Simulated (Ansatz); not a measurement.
# Sodium, bcc under r²SCAN: convergence with the Methfessel-Paxton smearing

Aim: find which Methfessel-Paxton smearing width is enough for energy and pressure. The geometry was relaxed under r²SCAN beforehand and stays fixed; 7 values are run, from 0.01 to 1.0 eV. Wanted are the values from which on the energy stays within 10 and 1 meV/atom, and the pressure within 0.5 GPa, of the narrowest run. Within the series other settings stay, but some runs also write fields, which adds to their time. Spin polarisation is left out.

Program: Ansatz 0.2.0. Level of theory: DFT r²SCAN, plane waves with PAW, scalar-relativistic. These are calculated values, not measurements.

**1. The structure to begin with**

It takes space group Im-3m (No. 229, cubic). Conventional cell: a = 4.225 Å, b = 4.225 Å, c = 4.225 Å, α = 90.00°, β = 90.00°, γ = 90.00°. Around Na (site symmetry m-3m) lie 8 Na at 3.66 Å.

As a file:

```
CELL_PARAMETERS angstrom
-2.11250 2.11250 2.11250
2.11250 -2.11250 2.11250
2.11250 2.11250 -2.11250
ATOMIC_POSITIONS crystal
Na 0.00000 0.00000 0.00000
```

**2. With a width of 0.01 eV**

The run at 0.01 eV.

Input file input.yaml:

```yaml
crystal:
  lattice:
    - [-2.1125, 2.1125, 2.1125]
    - [2.1125, -2.1125, 2.1125]
    - [2.1125, 2.1125, -2.1125]
  atoms:
    - { symbol: Na, position: [0.0, 0.0, 0.0] }
hamiltonian:
  xc: r2scan
  pseudopotentials:
    kind: paw
    azcp:
      Na: "pseudopotentials/Na.paw.azcp"
basis:
  ecutwfc: 500
  fft_grid_basis: typed
kpoints:
  mp_grid: { grid: [11, 11, 11], shift: [0, 0, 0] }
magnetization:
  spin_polarized: false
scf:
  occupations: { method: methfessel_paxton, width: 0.01 }
  lower_state_search: "off"
output:
  stress: true
  write_density: true
  write_potential: true
  elf: true
  volumetric_format: npy
```

The run is started by

```bash
$ ansatz run input.yaml --threads 2 --pin off --max-ram 5120MiB --backend cpu --events-out ev --progress --plain --runs-dir out
```

**3. With a width of 0.03 eV**

The run at 0.03 eV.

input.yaml: that of step 2 with these lines changed.

```diff
@@ -21,3 +21,3 @@
 scf:
-  occupations: { method: methfessel_paxton, width: 0.01 }
+  occupations: { method: methfessel_paxton, width: 0.03 }
   lower_state_search: "off"
@@ -25,5 +25 @@
   stress: true
-  write_density: true
-  write_potential: true
-  elf: true
-  volumetric_format: npy
```

**4. With a width of 0.1 eV**

The run at 0.1 eV.

input.yaml: that of step 3 with these lines changed.

```diff
@@ -21,3 +21,3 @@
 scf:
-  occupations: { method: methfessel_paxton, width: 0.03 }
+  occupations: { method: methfessel_paxton, width: 0.1 }
   lower_state_search: "off"
```

**5. With a width of 0.2 eV**

The run at 0.2 eV.

input.yaml: that of step 4 with these lines changed.

```diff
@@ -21,3 +21,3 @@
 scf:
-  occupations: { method: methfessel_paxton, width: 0.1 }
+  occupations: { method: methfessel_paxton, width: 0.2 }
   lower_state_search: "off"
```

**6. With a width of 0.3 eV**

The run at 0.3 eV.

input.yaml: that of step 5 with these lines changed.

```diff
@@ -21,3 +21,3 @@
 scf:
-  occupations: { method: methfessel_paxton, width: 0.2 }
+  occupations: { method: methfessel_paxton, width: 0.3 }
   lower_state_search: "off"
```

**7. With a width of 0.6 eV**

The run at 0.6 eV.

input.yaml: that of step 6 with these lines changed.

```diff
@@ -21,3 +21,3 @@
 scf:
-  occupations: { method: methfessel_paxton, width: 0.3 }
+  occupations: { method: methfessel_paxton, width: 0.6 }
   lower_state_search: "off"
```

**8. With a width of 1.0 eV**

The run at 1.0 eV.

input.yaml: that of step 7 with these lines changed.

```diff
@@ -21,3 +21,3 @@
 scf:
-  occupations: { method: methfessel_paxton, width: 0.6 }
+  occupations: { method: methfessel_paxton, width: 1.0 }
   lower_state_search: "off"
```

(Steps that only read results are left out.)

**Question.** What will these runs give?

As calculated:

| quantity | value |
| --- | --- |
| E(σ → 0) stays within 10 meV/atom of 0.01 eV | up to 1.0 eV |
| E(σ → 0) stays within 1 meV/atom | up to 0.3 eV |
| pressure stays within 0.5 GPa | up to 1.0 eV |
| pressure at 0.01 eV | -0.02 GPa |
| energy of a separate run on a finer mesh (17×17×17) | +2.9 meV/atom from 0.01 eV |

**Reading.** The far end, 1.0 eV, lies +3.2 meV/atom and 0.0 GPa from the yardstick. The free energy F moves by +1.8 meV/atom over the range, and the estimate for σ → 0 by +3.2. This scheme cancels the term in the square of the width, so F moves little up to 0.2 eV. The mesh (11×11×11) is fixed, so the narrowest widths carry a k-point error of their own. The yardstick itself is unsettled by 2.9 meV/atom against the finer mesh, so the thresholds above hold only within this series, and wider smearing, which averages over more states, can land nearer the fine-mesh value than the narrowest does.
